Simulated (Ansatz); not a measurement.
H$_{3}$SSi, SMILES `[SiH2]S` radical. Charge 0, multiplicity 2.

List the harmonic frequencies (cm⁻¹, unscaled) at PBE0-D4/def2-TZVP in Ansatz. (Best estimate.)

Ansatz gave: 243, 517, 549, 669, 810, 903, 2171, 2221, 2710.

Is this a minimum?

Yes, all 9 modes are real.

Give the ideal-gas thermochemistry at 298.15 K and 1 bar (rigid rotor, harmonic oscillator; point group C1, symmetry number 1).

Zero-point energy 64.6 kJ/mol; H(298) − E = 77.5 kJ/mol; entropy 273.4 J/(mol·K), of which translation 160.6, rotation 91.9, vibration 15.2, electronic 5.8; G(298) − E = -4.0 kJ/mol.

Rotational constants (cm⁻¹)?

2.976, 0.223, 0.2129.
